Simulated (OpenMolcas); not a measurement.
Worked example: vertical energy of the triplet above the singlet of C2N2 (bisisocyanide)

C2N2: 4 atoms, total charge 0, spin state singlet. As SMILES, `[C-]#[N+][N+]#[C-]`. Geometry: relaxed at PBE0-D4/def2-TZVP.

Both states at this one shape; open shells run unrestricted unless said. 1 Eh = 27.2114 eV.

```
         level     program  singlet C2N2 (Eh)  triplet C2N2 (Eh)
 SVWN5/cc-pVTZ  OpenMolcas        -184.043854        -183.867123
revPBE/cc-pVTZ  OpenMolcas        -185.566974        -185.387087
```

Question: Work out the vertical gap, second state less first, at each level.

Answer: 
1. SVWN5/cc-pVTZ: -183.867123 − (-184.043854) = 0.176731 Eh = 4.81 eV.
2. revPBE/cc-pVTZ: -185.387087 − (-185.566974) = 0.179887 Eh = 4.89 eV.

No measured value is set beside it here; the levels span 4.81 to 4.89 eV.
